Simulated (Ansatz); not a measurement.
# Pressure against volume: Cu

```xyz
1
Lattice="0.0000 1.8149 1.8149 1.8149 0.0000 1.8149 1.8149 1.8149 0.0000" Properties=species:S:1:pos:R:3 pbc="T T T"
Cu    0.0000    0.0000    0.0000
```

The structure comes from a relaxation in the same program, started in the fcc type, and has space group Fm-3m. Whether it is a known phase or the ground state wasn't checked.

All numbers are computed: DFT, PBE, all-electron LAPW, scalar-relativistic (Ansatz 0.2.0); DFT, PBE, PAW with Ansatz's default frozen-core files, scalar-relativistic (Ansatz 0.2.0).

For LAPW: a Γ-centred 20×20×20 k mesh, Fermi–Dirac smearing of 0.03 eV, basis error target 0.5 meV/atom, no spin polarisation. PAW takes a cutoff of 420 eV at this cell. The Ansatz runs share mesh, smearing and spin set-up. Plane-wave (PAW) pressures include the program's estimate of the Pulay term.

The cell above is scaled evenly, with fractional coordinates and shape held.

```json
{"V/V(cell)": "0.9600", "V (Å³/atom)": "11.478", "P, LAPW (GPa)": "6.35", "P, PAW (GPa)": "6.38", "free energy over the lowest listed, PAW (meV/atom)": "9.1"}
{"V/V(cell)": "0.9800", "V (Å³/atom)": "11.717", "P, LAPW (GPa)": "?", "P, PAW (GPa)": "?", "free energy over the lowest listed, PAW (meV/atom)": "?"}
{"V/V(cell)": "1.0000", "V (Å³/atom)": "11.956", "P, LAPW (GPa)": "-0.03", "P, PAW (GPa)": "0.00", "free energy over the lowest listed, PAW (meV/atom)": "0.0"}
{"V/V(cell)": "1.0200", "V (Å³/atom)": "12.195", "P, LAPW (GPa)": "-2.68", "P, PAW (GPa)": "-2.65", "free energy over the lowest listed, PAW (meV/atom)": "2.0"}
{"V/V(cell)": "1.0400", "V (Å³/atom)": "12.434", "P, LAPW (GPa)": "-5.02", "P, PAW (GPa)": "-5.00", "free energy over the lowest listed, PAW (meV/atom)": "7.8"}
```

Question: Fill in the row V/V(cell) = 0.9800.

Answer: P, LAPW (GPa) = 2.97, P, PAW (GPa) = 3.00, free energy over the lowest listed, PAW (meV/atom) = 2.2.

Question: What do Birch–Murnaghan fits to the pressures give?

Answer: LAPW: V0 = 11.95 Å³/atom, B0 = 141 GPa, B0′ = 5.1; PAW: V0 = 11.96 Å³/atom, B0 = 141 GPa, B0′ = 5.1.

PAW's V0 lies 0.02 % from the all-electron value and its B0 0.0 %. Symmetry fixes shape and coordinates here, so this is the relaxed modulus.
